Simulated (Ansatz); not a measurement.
Geometry optimisation, Ansatz 0.2.0, RKS B3LYP-D4/cc-pVDZ.

input.yaml

```yaml
crystal:
  periodic: [false, false, false]
  atoms:
    - { symbol: B, position_ang: [-0.1545, -0.7069, -0.0646] }
    - { symbol: "N", position_ang: [-0.132, 0.8533, -0.0856] }
    - { symbol: H, position_ang: [0.6583, -1.2974, 0.3478] }
    - { symbol: H, position_ang: [-1.083, -1.1967, -0.5124] }
    - { symbol: H, position_ang: [-0.30313, 1.11737, -1.09454] }
    - { symbol: H, position_ang: [-0.96128, 1.18338, 0.46768] }
basis:
  gaussian: { orbitals: cc-pVDZ }
hamiltonian:
  xc: b3lyp
  dispersion: d4
relax:
  f_tol: 0.015
  max_steps: 40
```

Run as:

```bash
$ ansatz run input.yaml --threads 1 --pin off --max-ram 2048MiB --backend cpu --events-out ev --progress --plain --runs-dir out
```

Problem. Where does it end, and by what steps?

Solution. The run converged. After 9 steps the energy has fallen by 1.846 eV; H6 moved furthest, 0.89 Å.

```json
{"step": "0", "energy less start (eV)": "0.0000", "largest force component (eV/Å)": "4.860", "accepted": "yes"}
{"step": "1", "energy less start (eV)": "-0.4428", "largest force component (eV/Å)": "1.943", "accepted": "yes"}
{"step": "2", "energy less start (eV)": "-0.6754", "largest force component (eV/Å)": "1.678", "accepted": "yes"}
{"step": "3", "energy less start (eV)": "-1.0082", "largest force component (eV/Å)": "1.233", "accepted": "yes"}
{"step": "4", "energy less start (eV)": "-1.3753", "largest force component (eV/Å)": "1.636", "accepted": "yes"}
{"step": "5", "energy less start (eV)": "-1.6087", "largest force component (eV/Å)": "2.073", "accepted": "yes"}
{"step": "6", "energy less start (eV)": "-1.8330", "largest force component (eV/Å)": "0.589", "accepted": "yes"}
{"step": "7", "energy less start (eV)": "-1.8452", "largest force component (eV/Å)": "0.317", "accepted": "yes"}
{"step": "8", "energy less start (eV)": "-1.8460", "largest force component (eV/Å)": "0.036", "accepted": "yes"}
{"step": "9", "energy less start (eV)": "-1.8460", "largest force component (eV/Å)": "0.004", "accepted": "yes"}
```

```xyz
6
Properties=species:S:1:pos:R:3
B -0.242 -0.687 -0.134
N -0.419 0.690 -0.181
H 0.338 -1.171 0.807
H -0.674 -1.364 -1.035
H -0.895 1.165 -0.939
H -0.084 1.320 0.539
```

Whether the end is a true minimum wasn't checked by a vibrational analysis.

The run took 12 s on 1 thread of Intel(R) Xeon(R) Platinum 8259CL CPU @ 2.50GHz (Skylake/Cascade Lake), on a shared host, peak memory 0.12 GiB.
